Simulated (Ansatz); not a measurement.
We consider hcp Tc, described by PBE-D4 in Ansatz (plane waves, PAW).

Numerical settings: plane-wave cutoff 520 eV, 24×24×12 k mesh (along the axes of the cell as run), Fermi–Dirac smearing 0.05 eV, no spin polarisation, scalar-relativistic PAW data made under PBE.

Shape and atoms are relaxed at each volume.

Pressure at four volumes; x = ln(V/14.143 Å³). One pressure is withheld.

```
V (Å³/atom)        x  P (GPa)
-----------  -------  -------
13.577       -0.0408        ?
13.860       -0.0202     6.70
14.143        0.0000     0.00
14.709        0.0392   -11.37
```

Task: Pass a parabola P(x) through the three rows shown, estimate the bulk modulus and its pressure derivative near zero pressure, and predict the withheld pressure.

Result: Slopes between the rows: (0.00 − (6.70))/(0.0000 − (-0.0202)) = -331.68 and (-11.37 − (0.00))/(0.0392 − (0.0000)) = -290.05 GPa. Their difference over the span 0.0594 is c = 41.63/0.0594 = 700.8 GPa, so P(x) = 6.70 + (-331.68)(x − (-0.0202)) + 700.8 (x − (-0.0202))(x − (0.0000)). At the middle row B = −dP/dx = −[-331.68 + 700.8 × 0.0202] = 317.5 GPa, and B′ = dB/dP = 2c/B = 4.4. At x = -0.0408 the parabola gives 14.12 GPa; the run gives 14.18 GPa. The Birch–Murnaghan fit to the energies at all volumes has B0 = 317 GPa and B′ = 4.5.

Measured, for comparison: bulk modulus 303 GPa (zero-point energy and finite temperature contributions removed; as tabulated in doi:10.1021/acs.jctc.3c00612). Computed (rounded) less measured: bulk modulus +5 %.

Note: the bulk modulus comes from volumes at which shape and atoms were relaxed.

Ansatz is an electronic-structure program.
